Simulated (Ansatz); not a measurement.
# Cl2H2Si: the cost of one run

Method: RKS PBE/def2-SVP, in Ansatz 0.2.0.

## 1. The structure to begin with

Bond lengths: Si1–H2 1.660 Å, Si1–H3 1.660 Å, Si1–Cl4 2.128 Å, Si1–Cl5 2.128 Å. Angles: H2–Si1–H3 35.4°, H2–Si1–Cl4 123.4°, H2–Si1–Cl5 123.4°, H3–Si1–Cl4 123.4°, H3–Si1–Cl5 123.4°, Cl4–Si1–Cl5 109.5°.

Structure file:

```xyz
5

Si    0.0000    0.0000    0.0000
H     0.9994    0.0000    1.3254
H     1.5827    0.0000    0.5009
Cl   -1.0032    1.7381   -0.7093
Cl   -1.0032   -1.7381   -0.7093
```

## 2. Pulling towards end A

Springs on the bonds that form and break draw the guess towards this end; the thresholds are loose.

input.yaml

```yaml
crystal:
  periodic: [false, false, false]
  atoms:
    - { symbol: Si, position_ang: [0.0, 0.0, 0.0] }
    - { symbol: H, position_ang: [0.9994, 0.0, 1.3254] }
    - { symbol: H, position_ang: [1.5827, 0.0, 0.5009] }
    - { symbol: Cl, position_ang: [-1.0032, 1.7381, -0.7093] }
    - { symbol: Cl, position_ang: [-1.0032, -1.7381, -0.7093] }
basis:
  gaussian: { orbitals: def2-SVP }
hamiltonian:
  xc: pbe
relax:
  f_tol: 0.15
  max_steps: 25
  restrain:
    - { distance: [1, 2], at: 1.86, k: 30.0 }
    - { distance: [0, 1], at: 1.46, k: 30.0 }
    - { distance: [0, 2], at: 1.46, k: 30.0 }
```

Started as:

```
$ ansatz run input.yaml --threads 1 --pin off --max-ram 2048MiB --backend cpu --events-out ev --progress --plain --runs-dir out
```

**Question.** How long does this run take on 1 thread of Arm Neoverse V1, shared host, and how much memory does it need?

About 10 s, with a peak of 0.11 GiB.
